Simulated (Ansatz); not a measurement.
The input, for Ansatz 0.2.0:

```yaml
crystal:
  periodic: [false, false, false]
  atoms:
    - {symbol: C, position_ang: [0.000000, 0.000000, 1.920050]}
    - {symbol: Al, position_ang: [0.000000, 0.000000, 0.000000]}
    - {symbol: C, position_ang: [0.000000, 0.000000, -1.920050]}
basis:
  gaussian: {orbitals: cc-pVTZ}
magnetization: {spin_polarized: true, initial_magnetization: 3}
hamiltonian: {xc: {name: B3LYP}}
```

```sh
$ ansatz run in.yaml --threads 2 --pin off --events-out ev --progress --plain --max-ram 24576MiB --backend cuda --devices 0, --max-vram 18GiB
```

Output:

```
613 factors; their error is unknown
mean field evaluation 1: about -8656.8679 eV, gradient 2.4e1 eV
mean field evaluation 2: about -8647.5568 eV, gradient 4.1e1 eV
mean field evaluation 4: about -8660.4609 eV, gradient 1.2e0 eV
mean field evaluation 8: about -8660.4793 eV, gradient 3.2e-2 eV
mean field evaluation 16: about -8660.4892 eV, gradient 5.0e-5 eV
mean field evaluation 32: about -8660.8074 eV, gradient 2.9e-5 eV
mean field evaluation 64: about -8660.4892 eV, gradient 5.9e-5 eV
mean field evaluation 96: about -8660.4892 eV, gradient 1.1e-2 eV
mean field evaluation 128: about -8660.7985 eV, gradient 1.6e0 eV
mean field -8661.15535377 eV, -318.2915885091 hartree, gradient 3.6e-6 eV, S^2 4.690875; 16 other end points of the search recorded, 0 dependent functions left out
reference -8661.15556033 eV, -318.2915961001 hartree; 14, 11 occupied and 80, 83 virtual orbitals, 613 factors
Total energy: -8661.15556033 eV, -318.2915961001 hartree
```

Ran on 2 threads of AMD EPYC 7R13 with a shared H100 80 GB, shared host: 41 s wall, 0.79 GiB peak host memory.
